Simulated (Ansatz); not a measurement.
# H₃SO+ (SMILES [OH2+]S): functionals against CCSD(T) at one geometry

The task here is to estimate one member of a computed series from the others.

The runs use Ansatz 0.2.0, Gaussian basis; single points in def2-TZVPP.

Correlated methods freeze the cores. B3LYP uses VWN-RPA correlation.

### The starting structure

5 atoms, charge 1, spin multiplicity 1.

Atoms are counted from 1 here; the program's logs count them from 0.

Bond lengths: O1–S2 1.778 Å, O1–H3 1.071 Å, O1–H4 1.034 Å, S2–H5 1.232 Å. Angles: S2–O1–H3 113.6°, S2–O1–H4 110.2°, H3–O1–H4 99.3°, O1–S2–H5 95.0°.

As a file:

```xyz
5

O    -0.41620   -0.42060   -0.08210
S     0.84360    0.79270    0.24000
H    -1.04100   -0.62510    0.76310
H     0.00990   -1.35450   -0.20460
H     0.49740    1.55010   -0.66790
```

Set-up of the first run:

The input, run/in.yaml:

```yaml
crystal:
  periodic: [false, false, false]
  atoms:
    - {symbol: O, position_ang: [-0.416200, -0.420600, -0.082100]}
    - {symbol: S, position_ang: [0.843600, 0.792700, 0.240000]}
    - {symbol: H, position_ang: [-1.041000, -0.625100, 0.763100]}
    - {symbol: H, position_ang: [0.009900, -1.354500, -0.204600]}
    - {symbol: H, position_ang: [0.497400, 1.550100, -0.667900]}
basis:
  gaussian: {orbitals: def2-TZVPP}
total_charge: 1
correlation: {method: ccsd_t}
output: {forces: true}
```

The command line of these runs was not kept.

Among the steps run: CCSD(T)/def2-TZVPP; PBE0-D4/def2-TZVPP; wB97M-V/def2-TZVPP; r2SCAN-D4/def2-TZVPP; PBE-D4/def2-TZVPP; B3LYP-D4/def2-TZVPP; wB97X-V/def2-TZVPP.

One of the session's tables, all rows but one given; the rest of the session is left out.

| method | RMS force component (eV/Å) | angle to CCSD(T) forces (°) |
| --- | --- | --- |
| CCSD(T) | 2.076 | reference |
| PBE0-D4 | ? | ? |
| wB97M-V | 2.083 | 2.0 |
| r2SCAN-D4 | 2.083 | 2.5 |
| PBE-D4 | 2.065 | 7.8 |
| B3LYP-D4 | 2.085 | 1.9 |
| wB97X-V | 2.106 | 3.0 |

Estimate the missing values for PBE0-D4.

**Answer.** RMS force component (eV/Å): 2.122; angle to CCSD(T) forces (°): 3.6. In the column «RMS force component (eV/Å)» it is the highest.
